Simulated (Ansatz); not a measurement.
Telling isomers of C2H6O apart by their spectra

These gas-phase data were calculated for one isomer of C2H6O at PBE-D3(BJ)/def2-SVP (harmonic, unscaled wavenumbers; equilibrium rotational constants with average atomic masses):

```
rotational constants            : 34.05, 9.128, 8.071 GHz
all wavenumbers above 1500 cm⁻¹ : 3697, 3069, 3048, 3007, 2962, 2890
```

Candidates:

(1) `COC`, a singlet
(2) `CCO`, a singlet

**Question.** Assign the data to one candidate and say why.

**Answer.** Candidate (2). The band at 3697 cm⁻¹ lies where the O–H stretch is expected; (1) has no mode between 3300 and 4000 cm⁻¹.

The same quantities for all candidates:

|  | rotational constants (GHz) | wavenumbers above 1500 cm⁻¹ | E above the lowest, PBE-D3(BJ)/def2-SVP (kcal/mol) |
| --- | --- | --- | --- |
| (1) | 38.9, 9.992, 8.864 | 3060, 3059, 2933, 2925, 2886, 2869 | 9.6 |
| (2) | 34.05, 9.128, 8.071 | 3697, 3069, 3048, 3007, 2962, 2890 | 0.0 |

Each candidate is one conformer. Programs: Ansatz 0.2.0.
